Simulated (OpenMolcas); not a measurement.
# C2H3B (SMILES [H]B([H])C#C) at CCSD(T)/pcseg-0

What is the energy change on altering one bond length of C2H3B at CCSD(T)/pcseg-0? 

Program for the calculation: OpenMolcas 26.06.

5 further runs of the same task are left out: 5 set aside as unsound or not needed.

**1. Starting point**

C2H3B: 6 atoms, total charge 0, spin state singlet. As SMILES, `[H]B([H])C#C`. The shape is that of a GFN2-xTB optimisation.

Bond lengths: B1–C4 1.497 Å, C4–C5 1.207 Å, B1–H2 1.170 Å, B1–H3 1.170 Å, C5–H6 1.052 Å. Angles: B1–C4–C5 179.9°, H2–B1–C4 119.5°, H3–B1–C4 119.5°, C4–C5–H6 179.8°, H2–B1–H3 121.0°.

**2. A single-point energy at CCSD(T)/pcseg-0**

job.input

```
* C2H3B CCSD(T)
>>> EXPORT MOLCAS_PRINT=2

&GATEWAY
  BasLib=$CurrDir
  Coord
  6
  angstrom
  B        0.568000       0.981560       0.005360
  H        1.733690       0.971960       0.100340
  H       -0.021130       1.988210      -0.085920
  C       -0.181700      -0.313780      -0.000530
  C       -0.784880      -1.359230      -0.006870
  H       -1.313990      -2.268710      -0.012390
  Basis=pcseg-0
  Group=NoSym

&SEWARD

&SCF
  PrOrbitals=1 2

&RASSCF
  FileOrb=$Project.ScfOrb
  Spin=1
  Nactel=0 0 0
  Inactive=10
  Ras2=0
  OutOrbitals=Canonical
  OrbListing=NoCore

&MOTRA
  JobIph
  Frozen=3

&CCSDT
  CCT
  Triples=2
  Iterations=50
  Extrapolation=5 4
```

The basis set pcseg-0 is read from a file made from the Basis Set Exchange's data (not shown).

Started as:

```console
$ export MOLCAS_MEM=1860
$ pymolcas job.input > job.log
```

The log of the run, shortened:

```text
--- Start Module: gateway ---
[...]
--- Stop Module: gateway /rc=_RC_ALL_IS_WELL_ ---
[...]
      Basis functions           33
[...]
       Convergence after  11 Iterations
[...]
::    Total SCF energy                               -101.8198841983
[...]
      Total spin, S                                     0.0000000000
[...]
      Number of active orbitals                  0
[...]
      Spin quantum number                      0.0
[...]
      Active orbitals                            0
[...]
      Number of CSFs                             1
[...]
      Number of root(s) required                 1
[...]
      Convergence after  4 iterations
[...]
      Natural orbitals and occupation numbers for root  1
      ************************************************************************************************************************
      *                                                    Final results                                                     *
      ************************************************************************************************************************
[...]
::    RASSCF root number  1 Total energy:   -101.81988420
[...]
      Total electronic charge=   20.000000
      Total            charge=   -0.000000
[...]
      Dipole Moment (debye):
      Origin of the operator (angstrom)=   -0.1300   -0.2254   -0.0007
                   X= -4.6643E-01               Y= -8.0006E-01               Z= -5.6113E-03           Total=  9.2612E-01
      Quadrupole Moment (debye*angstrom):
[...]
--- Start Module: motra ---
[...]
      *** WARNING: Default frozen orbitals is overwritten by user input.
      *** Default values:   3
[...]
--- Stop Module: motra /rc=_RC_ALL_IS_WELL_ ---
--- Start Module: ccsdt ---
[...]
      Convergence after                    14  Iterations
      Total energy (diff) :    -102.06586349      -0.00000010
[...]
 METHOD                       : CCSD+T(CCSD)+<T3(1)WT1> = CCSD(T)
[...]
       CCSD     =      -102.0658634886480
[...]
--- Stop Module: ccsdt /rc=_RC_ALL_IS_WELL_ ---
[...]
```

Run time: 3 s. Hardware: 1 thread of Arm Neoverse V2, shared host; peak memory 0.37 GiB.

**3. The distorted shape at the same level**

job.input

```
&GATEWAY
 BasLib=$CurrDir
 Coord
 6
 angstrom
 B        0.507685       0.877020       0.004726
 H        1.673375       0.867420       0.099706
 H       -0.081445       1.883670      -0.086554
 C       -0.242015      -0.418320      -0.001164
 C       -0.784880      -1.359230      -0.006870
 H       -1.313990      -2.268710      -0.012390
 Basis=pcseg-0
 Group=NoSym

&SEWARD

&SCF
 PrOrbitals=1 2

&RASSCF
 FileOrb=$Project.ScfOrb
 Spin=1
 Nactel=0 0 0
 Inactive=10
 Ras2=0
 OutOrbitals=Canonical
 OrbListing=NoCore

&MOTRA
 JobIph
 Frozen=3

&CCSDT
 CCT
 Triples=2
 Iterations=50
 Extrapolation=5 4
```

The basis set pcseg-0 is read from a file made from the Basis Set Exchange's data (not shown).

Started as:

```console
$ export MOLCAS_MEM=1860
$ pymolcas job.input > job.log
```

The log of the run, shortened:

```text
--- Start Module: gateway ---
[...]
--- Stop Module: gateway /rc=_RC_ALL_IS_WELL_ ---
[...]
      Basis functions           33
[...]
       Convergence after  11 Iterations
[...]
::    Total SCF energy                               -101.7836517167
[...]
      Total spin, S                                     0.0000000000
[...]
      Number of active orbitals                  0
[...]
      Spin quantum number                      0.0
[...]
      Active orbitals                            0
[...]
      Number of CSFs                             1
[...]
      Number of root(s) required                 1
[...]
      Convergence after  4 iterations
[...]
      Natural orbitals and occupation numbers for root  1
      ************************************************************************************************************************
      *                                                    Final results                                                     *
      ************************************************************************************************************************
[...]
::    RASSCF root number  1 Total energy:   -101.78365172
[...]
      Total electronic charge=   20.000000
      Total            charge=   -0.000000
[...]
      Dipole Moment (debye):
      Origin of the operator (angstrom)=   -0.1697   -0.2942   -0.0011
                   X= -4.0903E-01               Y= -7.0203E-01               Z= -4.9135E-03           Total=  8.1251E-01
      Quadrupole Moment (debye*angstrom):
[...]
--- Start Module: motra ---
[...]
      *** WARNING: Default frozen orbitals is overwritten by user input.
      *** Default values:   3
[...]
--- Stop Module: motra /rc=_RC_ALL_IS_WELL_ ---
--- Start Module: ccsdt ---
[...]
      Convergence after                    13  Iterations
      Total energy (diff) :    -102.01719169      -0.00000010
[...]
 METHOD                       : CCSD+T(CCSD)+<T3(1)WT1> = CCSD(T)
[...]
       CCSD     =      -102.0171916874136
[...]
--- Stop Module: ccsdt /rc=_RC_ALL_IS_WELL_ ---
[...]
```

Wall time 3 s (1 thread of Arm Neoverse V2, shared host); peak memory 0.37 GiB.

**4. Results**

At CCSD(T)/pcseg-0, 3 core orbitals frozen:

```
                                                         quantity          value
                                        first shape: total energy  -102.07488 Eh
                  first shape: dipole moment (mean-field density)         0.93 D
                 first shape: HOMO energy (Hartree–Fock orbitals)      -10.92 eV
                 first shape: LUMO energy (Hartree–Fock orbitals)        1.43 eV
               first shape: HOMO–LUMO gap (Hartree–Fock orbitals)       12.35 eV
         first shape: correlation energy (3 core orbitals frozen)     -255.0 mEh
                                      first shape: (T) correction      -9.01 mEh
                                    distorted shape: total energy  -102.02437 Eh
              distorted shape: dipole moment (mean-field density)         0.81 D
             distorted shape: HOMO energy (Hartree–Fock orbitals)      -11.59 eV
             distorted shape: LUMO energy (Hartree–Fock orbitals)        1.67 eV
           distorted shape: HOMO–LUMO gap (Hartree–Fock orbitals)       13.26 eV
     distorted shape: correlation energy (3 core orbitals frozen)     -240.7 mEh
                                  distorted shape: (T) correction      -7.18 mEh
energy change with the C4–C5 bond shortened from 1.207 to 1.086 Å       1.374 eV
```

In words: With the C4–C5 bond shortened from 1.207 to 1.086 Å the energy rises by 1.37 eV (32 kcal/mol). The first shape isn't relaxed at this level, so the change isn't measured from a minimum. Mulliken charges (first shape) of the mean-field density run from -0.43 on C4 to +0.45 on B1. The triples (first shape) make up 3.5 % of the correlation energy. The triples (distorted shape) make up 3.0 % of the correlation energy.
